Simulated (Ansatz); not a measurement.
# AlP (singlet): from Hartree-Fock to the top rungs at distance Al1–P2 = 5.704 Å, 6-31G

How much of the correlation energy of AlP (singlet) does each wave-function method recover here?

The runs use Ansatz 0.2.0, Gaussian basis; 6-31G, core rule «outside noble gas», up to 10 orbitals frozen.

The runs, in order: UHF; CCSD(T) on RHF; CCSD(T) on UHF; BCCD(T) on RHF; CISD; CCSDT(Q) on RHF; CISDTQ; CCSDTQ on RHF; CCSDTQ on UHF; CASSCF and MRCISD+Q, 2 electrons in 2 orbitals; CASSCF and NEVPT2, 2 electrons in 2 orbitals; CASSCF and MRCISD+Q, 8 electrons in 8 orbitals; CASSCF and MRCISD+Q(relaxed), 8 electrons in 8 orbitals; CASSCF and NEVPT2, 8 electrons in 8 orbitals; Full CI; Full CI in the symmetry of the determinant.

22 further runs of the same task are left out: 16 that didn't finish, 6 set aside as unsound or not needed.

### Step 1. The geometry

The geometry derives from a PBE0/def2-TZVP stationary point (not a proven minimum). One bond is set to the value named and the two fragments are kept rigid.

2 atoms, charge 0, spin multiplicity 1.

Atoms are counted from 1 here; the program's logs count them from 0.

No contacts short enough for the rule that draws bonds.

### Step 2. UHF

Input file in.yaml:

```yaml
crystal:
  periodic: [false, false, false]
  atoms:
    - {symbol: Al, position_ang: [0.000000, 0.000000, 0.000000]}
    - {symbol: P, position_ang: [0.000000, 0.000000, 5.704000]}
basis:
  gaussian: {orbitals: 6-31G}
magnetization: {spin_polarized: true, initial_magnetization: 0}
hamiltonian: {xc: hf}
output: {orbitals: {seedname: orbitals}}
```

The run is started by

```bash
$ ansatz run in.yaml --threads 1 --pin off --events-out ev --progress --plain --max-ram 2393MiB
```

Further steps of the session: CCSD(T) on RHF; CCSD(T) on UHF; BCCD(T) on RHF; CISD; CCSDT(Q) on RHF; CISDTQ; CCSDTQ on RHF; CCSDTQ on UHF; CASSCF and MRCISD+Q, 2 electrons in 2 orbitals; CASSCF and NEVPT2, 2 electrons in 2 orbitals; CASSCF and MRCISD+Q, 8 electrons in 8 orbitals; CASSCF and MRCISD+Q(relaxed), 8 electrons in 8 orbitals; CASSCF and NEVPT2, 8 electrons in 8 orbitals; Full CI; Full CI in the symmetry of the determinant.

Before running them: what should the planned runs give, taken together? Wanted: FCI below the RHF energy; RMP2 from FCI; UMP2 from FCI; RCCSD from FCI; RCCSD(T) from FCI; UCCSD(T) from FCI; RCCSDT(Q) from FCI; T1 diagnostic; effectively unpaired electrons.

As calculated:

| quantity | value |
| --- | --- |
| FCI below the RHF energy | -4.1530 eV |
| RMP2 from FCI | +1803.8 meV |
| UMP2 from FCI | -149.6 meV |
| RCCSD from FCI | +275.3 meV |
| RCCSD(T) from FCI | -291.5 meV |
| UCCSD(T) from FCI | +18.3 meV |
| RCCSDT(Q) from FCI | -11.4 meV |
| levels within 1 kcal/mol (43 meV) | UCCSD(T), BCCD(T), RCCSDT, RCCSDT(Q), RCCSDTQ |
| T1 diagnostic | 0.158 |
| effectively unpaired electrons | 3.92 |

RCCSD(T) misses by -291.5 meV, 7.0 % of the correlation energy. CCSD(T) misses by -291.5 meV on the restricted determinant and by +18.3 meV on the unrestricted one; the two need not hold the same state or core. UMP2, RCCSD(T), BCCD(T), RCCSDT(Q) fall below full CI: unrestricted runs freeze a spin-polarised core, another one than full CI's, and coupled cluster isn't variational. With 3.9 effectively unpaired electrons against 0 the state is strongly multireference. These misses are within one basis, not against nature.
